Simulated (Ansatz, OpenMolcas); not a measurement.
How methods differ on SiNH4 (SMILES [NH][SiH3])

The species is SiNH4 (6 atoms), meant as a doublet with charge 0. As SMILES, `[NH][SiH3]`. The shape is that of a PBE0-D4/def2-TZVP optimisation.

```xyz
6

N     0.5921   -0.8352    0.9095
Si   -0.2037    0.3476   -0.1100
H     0.9228   -1.6407    0.3727
H    -1.3106   -0.2823   -0.8855
H     0.7895    0.9118   -1.0689
H    -0.7481    1.4348    0.7362
```

Each level gives the energy change with the N1–H3 bond stretched from 1.023 to 2.250 Å (eV). The values are calculated.

| level | kind | program | value (eV) | CPU time (all runs) |
| --- | --- | --- | --- | --- |
| UHF/def2-TZVP | Hartree–Fock | Ansatz | 3.03 | 8.4 s |
| USVWN5/def2-TZVP | LDA | Ansatz | 4.30 | 7.8 s |
| UPBE/def2-TZVP | GGA | OpenMolcas | 4.04 | 91 s |
| UM06-L/def2-TZVP | meta-GGA | OpenMolcas | 4.10 | 2.3 min |
| UB3LYP/def2-TZVP | global hybrid | Ansatz | 4.08 | 27 s |
| U-wB97X/def2-TZVP | range-separated hybrid | Ansatz | 4.23 | 2 min |
| UB2PLYP/def2-TZVP | double hybrid | Ansatz | 4.14 | 33 s |
| RPA@PBE/def2-TZVP | RPA | Ansatz | 4.08 | 27 s |
| UMP2/def2-TZVP | perturbation theory | Ansatz | 4.19 | 10 s |

The first shape isn't each level's own minimum. The values span 3.03 to 4.30 eV. Spin contamination of the reference (⟨S²⟩ at least 0.1 too high) touches UHF/def2-TZVP, USVWN5/def2-TZVP, UPBE/def2-TZVP, UM06-L/def2-TZVP, UB3LYP/def2-TZVP, U-wB97X/def2-TZVP, UB2PLYP/def2-TZVP, RPA@PBE/def2-TZVP, UMP2/def2-TZVP (up to 0.96 too high). CPU times are rough (shared hosts, several kinds of processor and program).
